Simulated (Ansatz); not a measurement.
A made-up structure of H2S3O, singlet:

O1  (0.426, 1.414, 0.556)
S2  (-0.002, 1.599, -1.028)
S3  (1.238, -0.404, 0.722)
S4  (-0.282, -1.767, 1.076)
H5  (-1.287, 1.174, -1.162)
H6  (-0.467, -2.140, -0.203)
(Å)

It is relaxed with PBE-D4/def2-SVP and then PBE0-D4/def2-TZVP (Ansatz 0.2.0). Atoms count as bonded within 1.22 times the sum of their covalent radii (H–H: 0.88 Å). The end point is not checked to be a true minimum.

(1) Does its bonding change? (Judge from chemistry; the calculation decides.)

Answers

(1) By the calculation: No: no bond forms or breaks.

Where it ends: The first stage lowers the energy by 0.44 eV in 7 steps. It ends as H₂S₃O ([SH][O][S][SH]):
O1  (0.509, 1.207, 0.478)
S2  (-0.015, 1.462, -1.082)
S3  (1.180, -0.285, 0.837)
S4  (-0.371, -1.550, 0.954)
H5  (-1.282, 1.034, -0.904)
H6  (-0.394, -1.991, -0.322)
(Å)

Labels in which every atom is bracketed show which atoms are joined, not bond orders.

For scale, one of the runs: PBE0-D4/def2-TZVP relaxation, 154 basis functions, launched by `ansatz run in.yaml --threads 2 --pin off --events-out ev --progress --plain --max-ram 4352MiB`. The run took about 26 s on 2 CPU threads of an Arm Neoverse V2 (shared host).
